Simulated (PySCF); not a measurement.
## A search over the determinants of MgSi⁺

Unrestricted PBE0; basis Mg 6-311G(d,p), Si 6-311G(d,p); no relativity; PySCF 2.14. Outer shells of the fragments: Mg+ 3s1; Si 3s2 3p2.

Followed along the bond (rough minima from three points):

```json
{"2Ms+1": "2", "unpaired": "π ↑", "⟨S²⟩ at the start": "0.78", "R at minimum (Å)": "2.72", "Te (eV)": "0.00"}
{"2Ms+1": "2", "unpaired": "σ ↓, π ↑↑", "⟨S²⟩ at the start": "1.77", "R at minimum (Å)": "2.55", "Te (eV)": "1.42"}
{"2Ms+1": "2", "unpaired": "σ ↑, π ↑↓", "⟨S²⟩ at the start": "1.76", "R at minimum (Å)": "2.49", "Te (eV)": "1.43"}
{"2Ms+1": "4", "unpaired": "σ ↑, π ↑↑", "⟨S²⟩ at the start": "3.76", "R at minimum (Å)": "none in the scan", "Te (eV)": "≤ 0.87"}
{"2Ms+1": "2", "unpaired": "σ ↑", "⟨S²⟩ at the start": "0.75", "R at minimum (Å)": "none in the scan", "Te (eV)": "≤ 1.13"}
```

Solutions found at the starting distance of 2.570 Å, counted from the lowest of them; the search is not exhaustive and high or unbound solutions are not listed, so other states can lie among these:

| 2Ms+1 | unpaired | term | E (eV) | ⟨S²⟩ | ⟨Lz²⟩ | μ (D) |
| --- | --- | --- | --- | --- | --- | --- |
| 2 | π ↑ | ²Π | 0.00 | 0.78 | 1.00 | -4.41 |
| 4 | σ ↑, π ↑↑ | ⁴Σ⁻ | 0.84 | 3.76 | 0.00 | -6.12 |
| 2 | σ ↓, π ↑↑ | mixed | 1.37 | 1.77 | 0.00 | -5.82 |
| 2 | σ ↑, π ↑↓ | mixed | 1.40 | 1.76 | 2.01 | -5.93 |
| 2 | σ ↑ | ²Σ⁺ | 1.46 | 0.75 | 0.00 | 0.46 |
| 4 | σ ↑↑, π ↑ | ⁴Π | 1.53 | 3.75 | 1.00 | -0.54 |
| 2 | σ ↑ | mixed | 2.25 | 0.77 | 2.00 | -5.73 |
| 4 | σ ↑, π ↑↑ | mixed | 4.10 | 3.76 | 2.01 | -1.05 |
| 2 | π ↑ | ²Π | 4.52 | 0.84 | 1.01 | -7.10 |

A term symbol is given only where ⟨S²⟩ and ⟨Lz²⟩ are close to those of a pure state; real π, δ and φ orbitals otherwise mix terms. A positive dipole points towards Si; it is taken about the centre of mass and depends on that origin.

Counting both spins, an empty level lies below a filled one in some of these solutions, because spin and occupation are held.
